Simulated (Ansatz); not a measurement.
Chalcopyrite CdGeAs2, treated with r²SCAN+rVV10 (PAW; Ansatz, a program for electronic structure).

Run with plane-wave cutoff 560 eV, 8×8×8 k mesh, Fermi–Dirac smearing 0.01 eV, scalar-relativistic PAW data made under PBE.

Results at a series of volumes:

```csv
V (Å³/atom),E − E_lowest (meV/atom),P (GPa)
23.928,8.64,2.879
24.426,2.09,1.362
24.925,0.00,0.004
25.423,1.90,-1.206
25.922,7.35,-2.276
```

**Question.** Estimate the bulk modulus and its pressure derivative from these points.

**Answer.** V0 = 24.927 Å³/atom, B0 = 63.9 GPa, B′ = 4.8 (fit to the energies at full precision).

Shape and atoms are relaxed at each volume.

Measured, for comparison: bulk modulus 69.9 GPa (temperature not stated, not corrected to a static lattice; as tabulated in Toher et al. (2017), arXiv:1611.05714). Computed (rounded) less measured: bulk modulus -9 %.

Note: the bulk modulus comes from volumes at which shape and atoms were relaxed.
